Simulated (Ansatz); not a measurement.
# H4Si: the cost of one run

Program: Ansatz 0.2.0, Gaussian basis. Level of theory: PBE0-D4/def2-SVP. These are calculated values, not measurements.

16 further runs of the same task are left out: 16 set aside as unsound or not needed.

## (1) Starting geometry

The first end: 5 atoms, charge 0, spin multiplicity 1.

Atoms are counted from 1 here; the program's logs count them from 0.

Bond lengths: Si1–H4 1.515 Å, Si1–H5 1.515 Å, H2–H3 0.829 Å. Angles: H4–Si1–H5 95.0°.

Coordinates:

```xyz
5
H4Si
Si    0.3038    0.8072   -0.0897
H    -0.1013   -0.5422   -1.0862
H    -0.2888   -0.8737   -0.3494
H    -1.0019    0.6872    0.6689
H     1.0881   -0.0785    0.8563
```

The second end:

```xyz
5
charge 0, multiplicity 1
Si    0.0000    0.0001    0.0000
H     0.2067    0.2080   -1.4553
H    -0.5227   -1.3694    0.2351
H    -0.9763    0.9962    0.5084
H     1.2923    0.1651    0.7118
```

## (2) The band at PBE0-D4/def2-SVP

The input, neb/in.yaml:

```yaml
crystal:
  periodic: [false, false, false]
  atoms:
    - {symbol: Si, position_ang: [0.303756, 0.807232, -0.089672]}
    - {symbol: H, position_ang: [-0.101252, -0.542241, -1.086196]}
    - {symbol: H, position_ang: [-0.288759, -0.873733, -0.349356]}
    - {symbol: H, position_ang: [-1.001895, 0.687197, 0.668917]}
    - {symbol: H, position_ang: [1.088150, -0.078455, 0.856306]}
basis:
  gaussian: {orbitals: def2-SVP}
hamiltonian: {xc: pbe0, dispersion: d4}
neb:
  images: 5
  climbing: true
  max_iterations: 40
  initial_path: idpp
  final_atoms:
    - {symbol: Si, position_ang: [0.000030, 0.000085, 0.000015]}
    - {symbol: H, position_ang: [0.206672, 0.207966, -1.455344]}
    - {symbol: H, position_ang: [-0.522734, -1.369376, 0.235117]}
    - {symbol: H, position_ang: [-0.976292, 0.996202, 0.508403]}
    - {symbol: H, position_ang: [1.292325, 0.165123, 0.711808]}
```

The run is started by

```
ansatz run in.yaml --threads 2 --pin off --events-out ev --progress --plain --max-ram 4352MiB
```

**Question.** How long does this run take on 2 threads of Arm Neoverse V1, shared host?

About 12 s.
